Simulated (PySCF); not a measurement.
Gas-phase reaction: 2 Al + 2 O ⇌ Al2O2

Computed with PySCF and rigid-rotor harmonic-oscillator thermochemistry at 1 bar. Table values come from the NASA 1993 polynomials. After a fit of one offset per element over all species, the range-separated, M06-2X, PBE0/def2-QZVP and CCSD(T)/def2-TZVPP enthalpies, where run, lie to one side of the table for Al2O2 (+36 kJ/mol): a fault of the table's entry, another state or a shared error of the levels is possible; this was not checked at source. S°(298 K) at PBE0/def2-TZVP differs from the NASA 1993 table for Al2O2 (-11 J/mol/K); whether the harmonic model or the table's entry is off was not settled. † marks an energy on the PBE0/def2-TZVP geometry and frequencies; other levels use their own. MP2 freezes the core. 6-31G* has spherical d functions here. Open shells (unrestricted): Al (multiplicity 2, electronic degeneracy 6), O (multiplicity 3, electronic degeneracy 9); the rest are closed-shell singlets. Spin-orbit splitting is ignored; it lowers the true energy and changes the entropy of Al, O. B3LYP is the form with VWN-RPA correlation. MP2 isn't extrapolated to the basis-set limit; its ΔH°(298 K) is -1478.6 kJ in def2-SVP and -1594.5 kJ in def2-TZVPP. The harmonic model lacks anharmonicity and excited electronic states, which grow with temperature; levels with a mode under 35 cm⁻¹ are left out. Strong static correlation: Al2O2. The table's entry may be an old estimate for Al2O2 (not checked at source).

```
level               ΔH°(298 K), kJ  minus table  ΔG°(800 K), kJ
------------------  --------------  -----------  --------------
table                      -1552.3            -         -1252.8
B3LYP/6-31G*               -1424.2        128.1         -1114.3
BLYP/def2-TZVP†            -1519.9         32.4         -1209.1
HF/6-31G*                   -776.8        775.5          -465.5
HF/def2-TZVP†               -828.0        724.3          -517.3
M06-2X/def2-TZVP†          -1507.3         45.0         -1196.5
MP2/def2-SVP†              -1478.6         73.7         -1167.8
PBE/def2-TZVP†             -1566.1        -13.8         -1255.3
PBE0/def2-QZVP†            -1467.1         85.2         -1156.3
LDA/def2-TZVP†             -1823.8       -271.5         -1513.0
ωB97M-V/def2-TZVP†         -1485.6         66.7         -1174.8
ωB97X-V/def2-TZVP†         -1456.0         96.3         -1145.2
```
